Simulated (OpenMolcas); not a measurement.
# CH4OSi (SMILES CO[SiH]) at 6 levels

We compute a comparison of 6 runs (HF/STO-3G, B3LYP/aug-cc-pVDZ, M06-2X/aug-cc-pVDZ, PBE/aug-cc-pVDZ, SVWN5/aug-cc-pVDZ, CCSD(T)/aug-cc-pVDZ) of CH4OSi. 

The calculation is run with OpenMolcas 26.06.

1 further run of the same task is left out (set aside as unsound or not needed).

## 1. The structure to begin with

CH4OSi has 7 atoms, charge 0, and is taken as a singlet. SMILES: `CO[SiH]`. The C1–H5 distance was set to 1.643 Å, away from the relaxed value. At this shape a bond of the SMILES string is far longer than usual.

Bond lengths: C1–O2 1.410 Å, O2–Si3 1.639 Å, C1–H4 1.092 Å, C1–H6 1.092 Å, Si3–H7 1.552 Å. Angles: C1–O2–Si3 130.6°, O2–C1–H4 109.2°, O2–C1–H6 109.2°, O2–Si3–H7 97.1°, H4–C1–H6 108.5°. A long bond or contact: C1–H5 1.643 Å.

## 2. The energy at HF/STO-3G (run 1)

Input file test.inp:

```
&gateway
baslib=$CurrDir
coord
7
bohr
C     -1.87182097     0.85887674    -0.13867944
O     -1.74105192    -0.90234800     1.85706032
Si     0.60239745    -2.68020234     2.82516701
H     -3.35336625     0.28307719    -1.45581855
H      0.83866045     1.03462505    -1.64160508
H     -2.35729161     2.71458780     0.62458094
H      2.57678330    -1.78881853     0.84889143
basis=STO-3G
group=NoSym
&seward
&scf
thresholds=1e-10 1e-07 1e-07 1e-05
prorbitals=1 2
```

The basis set STO-3G is read from a file made from the Basis Set Exchange's data (not shown).

Launch:

```bash
$ export MOLCAS_MEM=1860
$ pymolcas test.inp > test.log
```

Standard output:

```text
--- Start Module: gateway ---
[...]
--- Stop Module: gateway /rc=_RC_ALL_IS_WELL_ ---
--- Start Module: seward ---
[...]
      Basis functions           23
--- Stop Module: seward /rc=_RC_ALL_IS_WELL_ ---
[...]
--- Start Module: scf ---
[...]
       Convergence after  12 Iterations
[...]
::    Total SCF energy                               -399.0169184065
[...]
      Total spin, S                                     0.0000000000
[...]
      Total electronic charge=   32.000000
      Total            charge=   -0.000000
[...]
      Dipole Moment (debye):
      Origin of the operator (angstrom)=   -0.3155   -0.6777    0.9299
                   X=  1.2670E-01               Y=  3.8056E-02               Z= -1.0243E-01           Total=  1.6731E-01
      Quadrupole Moment (debye*angstrom):
[...]
--- Stop Module: scf /rc=_RC_ALL_IS_WELL_ ---
[...]
```

It took 2.9 s on 1 thread of Intel Xeon Platinum 8259CL at 2.50GHz (Skylake/Cascade Lake), shared host; peak memory 0.37 GiB.

## 3. The energy at B3LYP/aug-cc-pVDZ (run 2)

Input file run.input:

```
&GATEWAY
  BasLib
  $CurrDir
  BasisSet
  C.aug-cc-pVDZ....
  C1 -0.990525 0.454498 -0.073386 angstrom
  End of Basis
  BasisSet
  O.aug-cc-pVDZ....
  O2 -0.921325 -0.477502 0.982714 angstrom
  End of Basis
  BasisSet
  Si.aug-cc-pVDZ....
  Si3 0.318775 -1.418302 1.495014 angstrom
  End of Basis
  BasisSet
  H.aug-cc-pVDZ....
  H4 -1.774525 0.149798 -0.770386 angstrom
  H5 0.443800 0.547500 -0.868700 angstrom
  H6 -1.247425 1.436498 0.330514 angstrom
  H7 1.363575 -0.946602 0.449214 angstrom
  End of Basis

&SEWARD
  GridInput
  Grid=UltraFine
  End of Grid

&SCF
  KSDFT
  B3LYP
  Thresholds
  1e-10 1e-07 1e-07 1e-05
  PrOrbitals
  1 2
```

The basis set aug-cc-pVDZ is read from a file made from the Basis Set Exchange's data (not shown).

Launch:

```bash
$ export MOLCAS_MEM=1860
$ pymolcas run.input > run.log
```

Standard output:

```text
--- Start Module: gateway ---
[...]
--- Stop Module: gateway /rc=_RC_ALL_IS_WELL_ ---
--- Start Module: seward ---
[...]
      Basis functions          109
--- Stop Module: seward /rc=_RC_ALL_IS_WELL_ ---
[...]
--- Start Module: scf ---
[...]
       Convergence after  15 Iterations
[...]
::    Total KS-DFT energy                            -405.1640760413
[...]
      Total spin, S                                     0.0000000000
[...]
      Total electronic charge=   32.000000
      Total            charge=   -0.000000
[...]
      Dipole Moment (debye):
      Origin of the operator (angstrom)=   -0.3155   -0.6777    0.9299
                   X= -3.4577E-01               Y=  7.8079E-01               Z= -7.4546E-01           Total=  1.1335E+00
      Quadrupole Moment (debye*angstrom):
[...]
--- Stop Module: scf /rc=_RC_ALL_IS_WELL_ ---
[...]
```

Run time: 59 s. Hardware: 1 thread of Intel Xeon Platinum 8259CL at 2.50GHz (Skylake/Cascade Lake), shared host; peak memory 0.64 GiB.

## 4. A single-point energy at M06-2X/aug-cc-pVDZ (run 3)

Input file mol.input:

```
&GATEWAY
BasLib
$CurrDir
Coord
7
angstrom
C       -0.990525       0.454498      -0.073386
O       -0.921325      -0.477502       0.982714
Si       0.318775      -1.418302       1.495014
H       -1.774525       0.149798      -0.770386
H        0.443800       0.547500      -0.868700
H       -1.247425       1.436498       0.330514
H        1.363575      -0.946602       0.449214
Basis
aug-cc-pVDZ
Group
NoSym
&SEWARD
GridInput
Grid=UltraFine
End of Grid
&SCF
KSDFT
M062X
Thresholds
1e-10 1e-07 1e-07 1e-05
PrOrbitals
1 1
```

The basis set aug-cc-pVDZ is read from a file made from the Basis Set Exchange's data (not shown).

Launch:

```bash
$ export MOLCAS_MEM=1860
$ pymolcas mol.input > mol.log
```

Standard output:

```text
--- Start Module: gateway ---
[...]
--- Stop Module: gateway /rc=_RC_ALL_IS_WELL_ ---
--- Start Module: seward ---
[...]
      Basis functions          109
--- Stop Module: seward /rc=_RC_ALL_IS_WELL_ ---
[...]
--- Start Module: scf ---
[...]
       Convergence after  13 Iterations
[...]
::    Total KS-DFT energy                            -405.0651746749
[...]
      Total spin, S                                     0.0000000000
[...]
      Total electronic charge=   32.000000
      Total            charge=   -0.000000
[...]
      Dipole Moment (debye):
      Origin of the operator (angstrom)=   -0.3155   -0.6777    0.9299
                   X= -2.8089E-01               Y=  7.8476E-01               Z= -7.8109E-01           Total=  1.1423E+00
      Quadrupole Moment (debye*angstrom):
[...]
--- Stop Module: scf /rc=_RC_ALL_IS_WELL_ ---
[...]
```

Wall time 74 s (1 thread of Intel Xeon Platinum 8259CL at 2.50GHz (Skylake/Cascade Lake), shared host); peak memory 0.64 GiB.

Runs 4 to 5 aren't shown in full; the table further down has their settings and results.

## 5. A single-point energy at CCSD(T)/aug-cc-pVDZ (Cholesky decomposition) (run 6)

Input file struct.xyz:

```xyz
7

C     -0.990525     0.454498    -0.073386
O     -0.921325    -0.477502     0.982714
Si     0.318775    -1.418302     1.495014
H     -1.774525     0.149798    -0.770386
H      0.443800     0.547500    -0.868700
H     -1.247425     1.436498     0.330514
H      1.363575    -0.946602     0.449214
```

Input file calc.inp:

```
&GATEWAY
BasLib=$CurrDir
Coord=struct.xyz
Basis=aug-cc-pVDZ
Group=NoSym
&SEWARD
High
&SCF
Thresholds=1e-10 1e-07 1e-07 1e-05
PrOrbitals=1 2
&CHCC
Frozen=7
Threshold=1e-08
MaxIterations=80
&CHT3
Frozen=7
```

The basis set aug-cc-pVDZ is read from a file made from the Basis Set Exchange's data (not shown).

Launch:

```bash
$ export MOLCAS_MEM=1860
$ pymolcas calc.inp > calc.log
```

Standard output:

```text
--- Start Module: gateway ---
[...]
--- Stop Module: gateway /rc=_RC_ALL_IS_WELL_ ---
[...]
      Basis functions          109
[...]
       Convergence after  13 Iterations
[...]
::    Total SCF energy                               -403.8951741336
[...]
      Total spin, S                                     0.0000000000
[...]
      Total electronic charge=   32.000000
      Total            charge=   -0.000000
[...]
      Dipole Moment (debye):
      Origin of the operator (angstrom)=   -0.3155   -0.6777    0.9299
                   X= -2.8616E-01               Y=  8.8815E-01               Z= -8.9868E-01           Total=  1.2955E+00
      Quadrupole Moment (debye*angstrom):
[...]
--- Start Module: chcc ---
[...]
--- Stop Module: chcc /rc=_RC_ALL_IS_WELL_ ---
[...]
--- Start Module: cht3 ---
[...]
--- Stop Module: cht3 /rc=_RC_ALL_IS_WELL_ ---
[...]
```

Run time: 11 min. Hardware: 1 thread of Intel Xeon Platinum 8259CL at 2.50GHz (Skylake/Cascade Lake), shared host; peak memory 0.2 GiB.

## 6. The series

```
run                                         level  integration grid  integral approximation  energy (Eh)  dipole moment (D) of the reference  HOMO energy (eV)  LUMO energy (eV)  wall time
  1                                     HF/STO-3G                 –                    none  -399.016918                                0.17             -6.37              6.69      2.9 s
  2                             B3LYP/aug-cc-pVDZ         UltraFine                    none  -405.164076                                1.13             -6.46             -2.34       59 s
  3                            M06-2X/aug-cc-pVDZ         UltraFine                    none  -405.065175                                1.14             -7.59             -1.29       74 s
  4                               PBE/aug-cc-pVDZ         UltraFine                    none  -404.857220                                1.20             -5.58             -3.00       71 s
  5                             SVWN5/aug-cc-pVDZ         UltraFine                    none  -403.062250                                1.26             -5.62             -3.15       45 s
  6  CCSD(T)/aug-cc-pVDZ (Cholesky decomposition)                 –                 CD high  -404.401174                                1.30             -9.03              0.60     11 min
```

## 7. What came out

```
                                          quantity          value
                               run 6: total energy  -404.40117 Eh
         run 6: dipole moment (mean-field density)         1.30 D
        run 6: HOMO energy (Hartree–Fock orbitals)       -9.03 eV
        run 6: LUMO energy (Hartree–Fock orbitals)        0.60 eV
      run 6: HOMO–LUMO gap (Hartree–Fock orbitals)        9.63 eV
run 6: correlation energy (7 core orbitals frozen)     -506.0 mEh
                             run 6: (T) correction     -17.67 mEh
```

Over runs 1, 2, 3, 4, 5 the dipole moment (its size) runs from 0.17 D (HF/STO-3G) to 1.26 D (SVWN5/aug-cc-pVDZ). The two ends differ in method and basis. Over runs 1, 2, 3, 4, 5 the HOMO–LUMO gap runs from 2.47 eV (SVWN5/aug-cc-pVDZ) to 13.06 eV (HF/STO-3G). Totals of different functionals can't be ranked against each other. In run 1 the basis is minimal, so the values are rough. All runs together took 15 min, the longest 11 min.
